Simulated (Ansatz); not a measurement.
A relaxation, step by step

N2H2S (SMILES S.N#N), singlet, PBE0-D4/def2-TZVP (Ansatz 0.2.0). Settings:

```yaml
hamiltonian: {xc: pbe0, dispersion: d4}
relax: {f_tol: 0.005, max_steps: 200}
```

Start (the SMILES describes the start alone):

```
5
angstrom
S 0.5383 -0.3510 -1.6046
H 0.2620 0.9270 -1.2293
H -0.7393 -0.7350 -1.3372
N 0.2345 -0.1919 2.4920
N -0.2955 0.3509 1.6791
```

```json
{"step": "1", "energy less the last (meV)": "56.4", "largest force component (eV/Å)": "2.464"}
{"step": "3", "energy less the last (meV)": "12.7", "largest force component (eV/Å)": "1.159"}
{"step": "5 (rejected trial)", "energy less the last (meV)": "9.8", "largest force component (eV/Å)": "0.331"}
{"step": "7", "energy less the last (meV)": "2.2", "largest force component (eV/Å)": "0.172"}
{"step": "9 (rejected trial)", "energy less the last (meV)": "4.8", "largest force component (eV/Å)": "0.333"}
{"step": "11", "energy less the last (meV)": "1.0", "largest force component (eV/Å)": "0.024"}
{"step": "13", "energy less the last (meV)": "0.9", "largest force component (eV/Å)": "0.037"}
{"step": "15", "energy less the last (meV)": "0.8", "largest force component (eV/Å)": "0.002"}
{"step": "17", "energy less the last (meV)": "0.7", "largest force component (eV/Å)": "0.026"}
{"step": "19", "energy less the last (meV)": "0.6", "largest force component (eV/Å)": "0.059"}
{"step": "21", "energy less the last (meV)": "0.5", "largest force component (eV/Å)": "0.107"}
{"step": "23", "energy less the last (meV)": "0.4", "largest force component (eV/Å)": "0.001"}
{"step": "25 (rejected trial)", "energy less the last (meV)": "0.8", "largest force component (eV/Å)": "0.129"}
{"step": "27 (rejected trial)", "energy less the last (meV)": "0.8", "largest force component (eV/Å)": "0.222"}
{"step": "29", "energy less the last (meV)": "0.2", "largest force component (eV/Å)": "0.027"}
{"step": "31", "energy less the last (meV)": "0.1", "largest force component (eV/Å)": "0.043"}
{"step": "33", "energy less the last (meV)": "0.1", "largest force component (eV/Å)": "0.025"}
{"step": "35", "energy less the last (meV)": "0.0", "largest force component (eV/Å)": "0.000"}
{"step": "37 (rejected trial)", "energy less the last (meV)": "0.0", "largest force component (eV/Å)": "0.051"}
{"step": "39", "energy less the last (meV)": "0.0", "largest force component (eV/Å)": "0.014"}
{"step": "41", "energy less the last (meV)": "0.0", "largest force component (eV/Å)": "0.004"}
```

Step 3, positions (Å) and forces (eV/Å):

```tsv
atom	x	y	z	Fx	Fy	Fz
S1	0.529	-0.349	-1.716	-0.176	0.100	0.082
H2	0.280	0.908	-1.304	0.038	-0.132	-0.045
H3	-0.722	-0.746	-1.410	0.138	0.032	-0.037
N4	0.249	-0.203	2.575	-0.942	0.953	-1.159
N5	-0.336	0.389	1.855	0.942	-0.953	1.158
```

Step 19, positions (Å) and forces (eV/Å):

```
atom       x       y       z      Fx      Fy      Fz
  S1   0.514  -0.309  -1.768  -0.002   0.004   0.003
  H2   0.226   0.839  -1.137   0.001  -0.005  -0.001
  H3  -0.711  -0.804  -1.535   0.001   0.000  -0.001
  N4   0.180  -0.199   2.603  -0.031   0.052  -0.059
  N5  -0.208   0.473   1.837   0.031  -0.051   0.059
```

Step 39, positions (Å) and forces (eV/Å):

| atom | x | y | z | Fx | Fy | Fz |
| --- | --- | --- | --- | --- | --- | --- |
| S1 | 0.523 | -0.291 | -1.784 | -0.009 | 0.000 | 0.002 |
| H2 | 0.106 | 0.665 | -0.940 | 0.001 | -0.005 | -0.004 |
| H3 | -0.714 | -0.794 | -1.913 | 0.009 | 0.005 | 0.002 |
| N4 | 0.164 | -0.108 | 2.743 | -0.004 | 0.010 | -0.013 |
| N5 | -0.079 | 0.529 | 1.894 | 0.004 | -0.010 | 0.014 |

Last step (41):

S1  (0.523, -0.290, -1.788)
H2  (0.104, 0.657, -0.934)
H3  (-0.714, -0.792, -1.923)
N4  (0.164, -0.102, 2.750)
N5  (-0.078, 0.527, 1.895)
(Å)

Hardware: 2 CPU threads of an Arm Neoverse V1, shared host. Wall time about 41 s.
